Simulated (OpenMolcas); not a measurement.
Worked example: vertical ionisation energy of C2H5N (aziridine)

C2H5N: 8 atoms, total charge 0, spin state singlet. As SMILES, `C1CN1`. Geometry: relaxed at GFN2-xTB.

Both states at this one shape; open shells run unrestricted unless said. 1 Eh = 27.2114 eV.

```tsv
level	program	singlet C2H5N (Eh)	doublet C2H5N+ (Eh)	HOMO of the first (eV)
HF/ANO-XS-MB (DKH2)	OpenMolcas	-132.727285	-132.366210	-12.14
HF/ANO-XS-VDZ (DKH2)	OpenMolcas	-133.018573	-132.714511	-10.40
HF/ANO-XS-VDZP (DKH2)	OpenMolcas	-133.103047	-132.796106	-10.42
```

Q: Work out the vertical ionisation energy at each level.

A: 
1. HF/ANO-XS-MB (DKH2): -132.366210 − (-132.727285) = 0.361075 Eh = 9.83 eV; −ε(HOMO) = 12.14 eV.
2. HF/ANO-XS-VDZ (DKH2): -132.714511 − (-133.018573) = 0.304062 Eh = 8.27 eV; −ε(HOMO) = 10.40 eV.
3. HF/ANO-XS-VDZP (DKH2): -132.796106 − (-133.103047) = 0.306941 Eh = 8.35 eV; −ε(HOMO) = 10.42 eV.

No measured value is set beside it here; the levels span 8.27 to 9.83 eV. In Hartree–Fock, −ε(HOMO) (Koopmans) exceeds the difference of totals by the orbital relaxation of the ion. Minimal sets are far from the basis-set limit.
